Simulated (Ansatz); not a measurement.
`CSCO` + CH₃OH → `COCO` + CH₃SH  (substitution at a C–S bond)

Program: Ansatz. Geometries: PBE0-D4/def2-TZVP. ΔE: electronic, gas phase. CCSD(T)/CBS is the MP2 limit (def2-TZVPP, def2-QZVPP) plus CCSD(T) − MP2 in def2-TZVPP, frozen cores. This one scheme is used for every species. Functionals use def2-TZVPP. Each species was taken in one conformer, which may not be the lowest.

`CSCO`:

Z-matrix (Å, degrees):
```
C
S 1 1.799
H 1 1.090 2 107.3
H 1 1.091 2 111.0 3 119.0
H 1 1.090 2 110.4 3 -118.8
C 2 1.802 1 99.5 3 172.6
O 6 1.400 2 114.6 1 -65.4
H 6 1.097 2 104.8 1 170.7
H 6 1.091 2 109.7 1 54.3
H 7 0.963 6 107.8 2 -53.8
```

CH₃OH:

```xyz
6

C     0.055   -0.017   -0.352
O    -0.538    0.421    0.850
H    -0.436    0.520   -1.164
H    -0.086   -1.092   -0.520
H     1.128    0.207   -0.395
H    -0.122   -0.040    1.580
```

`COCO`:

```xyz
10

C     0.659    0.939   -0.695
O    -0.575    0.264   -0.599
C    -0.737   -0.419    0.602
O     0.123   -1.512    0.742
H     0.673    1.447   -1.658
H     0.762    1.684    0.105
H     1.504    0.245   -0.639
H    -1.788   -0.725    0.622
H    -0.520    0.233    1.457
H    -0.101   -2.155    0.064
```

CH₃SH:

Z-matrix (Å, degrees):
```
C
S 1 1.806
H 1 1.089 2 111.5
H 1 1.089 2 111.5 3 -123.8
H 1 1.090 2 106.2 3 118.1
H 2 1.342 1 97.1 3 61.9
```

```tsv
level	ΔE (kcal/mol)
PBE-D4	2.3
PBE	1.9
MP2/def2-TZVPP	1.8
CCSD(T)/def2-TZVPP	0.3
```

Task: What does CCSD(T)/CBS give? (An estimate is asked.)

Result: Ansatz gave: +1.8 kcal/mol. The listed levels differ from it by 0.5, 0.1, 0.0, -1.5 kcal/mol.

Largest T1 diagnostic among the species: 0.011.

In def2-TZVPP, CCSD(T) changes the Hartree–Fock value by +2.5 kcal/mol (the triples alone add +0.5 kcal/mol) and MP2 by +4.0 kcal/mol.
